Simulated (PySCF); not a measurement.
NMR data simulated for an unnamed compound:

$^{1}$H NMR (300 MHz, computed): δ 7.89 (d, 4H), 7.58 (m, 4H).

$^{13}$C{$^{1}$H} NMR (computed): δ 134.0 (C), 130.6 (CH), 128.2 (CH).

Calculated, not measured (PySCF 2.14): B97-2/pcSseg-1 with gauge-including orbitals, PBE0-D3(BJ)/def2-SVP structure. Fast rotation and ring inversion assumed for equivalent nuclei, no solvent, one conformer, relativity neglected.

δ = σ(ref) − σ, references computed at the same level: $^{1}$H, $^{13}$C vs TMS.

Q: Which of these does the molecule contain: a C≡C triple bond, a vinyl group CH=CH2, a benzene ring, a tert-butyl group?

A: 
- A C≡C triple bond: no.
- A vinyl group CH=CH2: no.
- A benzene ring: yes.
- A tert-butyl group: no.

The data belong to `c1ccc2c(c1)cccc2`, C$_{10}$H$_{8}$; they needn't prove each group on their own.

Carbon signals by region: 3 in the sp2 and nitrile region (100–160 ppm).

Shifts are as computed. Against solution values, carbons near 30 ppm lie about +1 ppm off and those near 130 ppm about +2 ppm. Of 1211 compounds with measured shifts, 218 miss one by over three times the rms of a fit or turn the order of signals round; such compounds aren't used in these exercises. Multiplicities follow the n + 1 count of equivalent neighbours, as no J values were calculated; m marks all less simple cases, F and P coupling included.
